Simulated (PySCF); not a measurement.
fluoroethene (C2H3F), SMILES C=CF. Atoms are numbered in the order given.

```xyz
6

C      0.1987    -1.1771     0.0000
C     -0.4335    -0.0213     0.0000
F      0.2233     1.1553     0.0000
H      1.2783    -1.2323     0.0000
H     -0.3725    -2.0935     0.0000
H     -1.5067     0.1184     0.0000
```

The structure is a stationary point at B3LYP-D3(BJ)/def2-TZVP.

Method: r2SCAN/def2-TZVPD run with PySCF.

Symmetry labels are those of the subgroup Cs that the program uses (full group Cs).

List the valence orbital energies around the gap with their symmetry. (An estimate is asked for; the answer gives what the named calculation found.)


```csv
orbital,symmetry,energy (eV)
HOMO−7,A',-20.20
HOMO−6,A',-15.75
HOMO−5,A',-13.55
HOMO−4,A',-12.34
HOMO−3,A",-11.57
HOMO−2,A',-10.39
HOMO−1,A',-9.29
HOMO,A",-6.78
LUMO,A",-0.63
LUMO+1,A',0.84
LUMO+2,A',1.41
LUMO+3,A',1.91
```
